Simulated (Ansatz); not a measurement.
Two structures of CH7FSi, singlet, reached by relaxing down either side of one saddle point (PBE0-D4/def2-TZVP). Energies are electronic, without zero-point energy. Computed with Ansatz 0.2.0 (basis: def2-TZVPP and def2-QZVPP); correlated methods freeze the cores. Extrapolation: Hartree–Fock as exp(−7.88 √X), correlation as X^−2.97. First:

| atom | x (Å) | y (Å) | z (Å) |
| --- | --- | --- | --- |
| Si1 | -0.8606 | 0.9663 | -1.6341 |
| F2 | 0.7139 | 1.0631 | -1.3601 |
| H3 | -1.0605 | 0.4049 | -2.9909 |
| H4 | -1.4608 | 0.0812 | -0.6092 |
| H5 | -1.4309 | 2.3311 | -1.5447 |
| H6 | 1.3040 | -0.3530 | 0.8697 |
| C7 | 0.8205 | -0.9687 | 1.6272 |
| H8 | 0.0615 | -0.3817 | 2.1442 |
| H9 | 1.5626 | -1.3139 | 2.3466 |
| H10 | 0.3503 | -1.8293 | 1.1515 |

Second:

Si1  (-0.887, 0.006, -0.538)
F2  (2.305, 1.433, -0.423)
H3  (-0.784, -0.779, -1.794)
H4  (-2.319, 0.254, -0.230)
H5  (-0.286, 1.353, -0.818)
H6  (1.394, 1.506, -0.583)
C7  (0.006, -0.816, 0.877)
H8  (-0.073, -0.215, 1.786)
H9  (1.065, -0.941, 0.643)
H10  (-0.422, -1.800, 1.080)
(Å)

Question: Which bonds change from the first to the second?

Answer: SiH₃F ([F][SiH3]) + CH₄ → CH₆Si ([CH3][SiH3]) + HF; bonds formed: Si1–C7, F2–H6; bonds broken: Si1–F2, H6–C7.

Question: Give the saddle point's structure and its height above each. (An estimate is asked for; the value comes from the calculation.)

Answer: The calculation gives: 3.091 eV above the first and 1.776 eV above the second (CCSD(T) at an estimated basis limit (MP2 extrapolated from triple and quadruple zeta, plus CCSD(T) − MP2 in triple zeta)).
Si1  (-0.590, 0.404, -0.744)
F2  (1.292, 0.895, -0.909)
H3  (-0.470, -0.215, -2.082)
H4  (-1.848, -0.220, -0.215)
H5  (-0.882, 1.850, -0.628)
H6  (1.017, 0.179, 0.035)
C7  (0.350, -0.559, 0.896)
H8  (-0.264, -0.121, 1.681)
H9  (1.370, -0.639, 1.302)
H10  (0.026, -1.572, 0.664)
(Å)

No T1 diagnostic of these runs exceeds 0.012.

Labels in which every atom is bracketed show which atoms are joined, not bond orders.

For scale, one of the runs: CCSD(T)/def2-TZVPP, 202 basis functions, launched by `ansatz run in.yaml --threads 2 --pin off --events-out ev --progress --plain --max-ram 4352MiB`. The run took 51 s on 2 CPU threads of an Intel Xeon Platinum 8259CL (shared host), with 2.5 GiB of host memory at its peak.
